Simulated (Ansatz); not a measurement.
Abridged output of a molecular run in Ansatz:

```
Functional definition: HF
893 factors; integrals over basis functions are off by at most 1.3e-3 eV
mean field evaluation 1: about -4659.2646 eV, gradient 2.1e1 eV
mean field evaluation 2: about -4659.2710 eV, gradient 2.1e1 eV
mean field evaluation 4: about -4662.4416 eV, gradient 2.8e0 eV
mean field evaluation 8: about -4662.5503 eV, gradient 1.4e-1 eV
mean field -4662.55281022 eV, -171.3456553839 hartree, gradient 2.4e-6 eV, S^2 0.776966; 2 other end points of the search recorded, 0 dependent functions left out
4 core orbitals not correlated: weight in the atoms' cores, before any rotation towards them, 1.000 or more for the frozen orbitals, at most 0.000 for the correlated occupied ones
reference -4662.55281022 eV, -171.3456553839 hartree; 12, 11 occupied and 70, 71 virtual orbitals, 893 factors
second order -14.66573205 eV of doubles, -0.00000000 eV of singles
cycle   1  -15.55244746 eV  change   -8.9e-1 eV  update   8.4e-2
cycle   2  -16.00388798 eV  change   -4.5e-1 eV  update   3.0e-2
cycle   3  -16.09712999 eV  change   -9.3e-2 eV  update   1.5e-2
cycle   4  -16.09961565 eV  change   -2.5e-3 eV  update   7.3e-3
cycle   5  -16.10000069 eV  change   -3.9e-4 eV  update   3.5e-3
cycle   6  -16.10050963 eV  change   -5.1e-4 eV  update   1.5e-3
cycle   7  -16.10062750 eV  change   -1.2e-4 eV  update   5.5e-4
cycle   8  -16.10067490 eV  change   -4.7e-5 eV  update   2.0e-4
cycle   9  -16.10064949 eV  change    2.5e-5 eV  update   8.1e-5
cycle  10  -16.10063554 eV  change    1.4e-5 eV  update   3.8e-5
cycle  11  -16.10065155 eV  change   -1.6e-5 eV  update   1.7e-5
perturbative correction -0.50743302 eV, -0.0186478194 hartree
Total energy: -4679.16089479 eV, -171.9559912343 hartree
Checks for a lower state left out: cluster_reference
```

Its atoms:

Z-matrix (Å, degrees):
```
C
C 1 1.493
N 1 1.432 2 112.2
H 1 1.107 2 109.3 3 119.4
H 1 1.102 2 110.4 3 -125.9
C 2 1.324 1 124.4 3 134.2
H 2 1.087 1 115.3 3 -45.8
H 3 1.024 1 106.9 2 -173.4
H 6 1.086 2 121.4 1 -0.9
H 6 1.084 2 121.7 1 179.1
```

**Question.** Which basis set was used?
A. def2-TZVPPD
B. cc-pV(Q+d)Z
C. def2-TZVPP
D. def2-SVP

**Answer.** D. It gives 86 functions.

**Question.** Write the keys of the input that set method, charge and spin (a neutral closed shell needs none for the last two).

**Answer.** 
```yaml
magnetization: {spin_polarized: true, initial_magnetization: 1}
correlation: {method: ccsd_t}
scf: {omitted_lower_state_checks: [cluster_reference]}
```
